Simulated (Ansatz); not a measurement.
# AlH5N2: the cost of one run

The runs use Ansatz 0.2.0; RKS BHLYP-D4/def2-SVP.

## 1. Reference run: AlN2H5, relaxed

input.yaml reads:

```yaml
crystal:
  periodic: [false, false, false]
  atoms:
    - { symbol: Al, position_ang: [-1.0224, 0.291677, 0.523765] }
    - { symbol: "N", position_ang: [0.54444, 0.24311, -1.072708] }
    - { symbol: "N", position_ang: [0.198947, -0.716947, 1.220624] }
    - { symbol: H, position_ang: [0.805948, -0.455354, 0.047878] }
    - { symbol: H, position_ang: [-2.408581, 1.062295, 0.476076] }
    - { symbol: H, position_ang: [0.360888, -0.255578, -1.953465] }
    - { symbol: H, position_ang: [1.078459, 1.094516, -1.289701] }
    - { symbol: H, position_ang: [0.442098, -1.263718, 2.04753] }
basis:
  gaussian: { orbitals: def2-SVP }
hamiltonian:
  xc: { name: BHLYP }
  dispersion: d4
output:
  forces: true
relax:
  f_tol: 0.02
  max_steps: 120
  constraints: [{ distance: [1, 3] }, { distance: [0, 1] }, { distance: [2, 3] }]
  escape_saddle: false
```

Command:

```console
> ansatz run input.yaml --threads 1 --pin off --max-ram 2560MiB --backend cpu --events-out ev --progress --plain --runs-dir out
```

Q: Estimate wall time and peak memory on 1 thread of Arm Neoverse V2, shared host.

About 13 s, with a peak of 0.13 GiB.
